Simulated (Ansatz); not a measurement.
hcp Os

The numbers are results of PBEsol (plane waves, PAW; Ansatz, an electronic-structure program), not measurements.

Run with plane-wave cutoff 500 eV, 24×24×1 k mesh (along the axes of the cell as run), Fermi–Dirac smearing 0.1 eV, scalar-relativistic PAW data made under PBE.

Cell: relaxed at this level.

```
Property                               Value
---------------------------------  ---------
surface energy of the (0001) face  3.34 J/m²
work function of the (0001) face     5.43 eV
```

The slab of 6 atoms is relaxed and unreconstructed.

Spin–orbit coupling is not included.

Static lattice: no zero-point or thermal effects.

The result took very roughly 5 core-minutes.
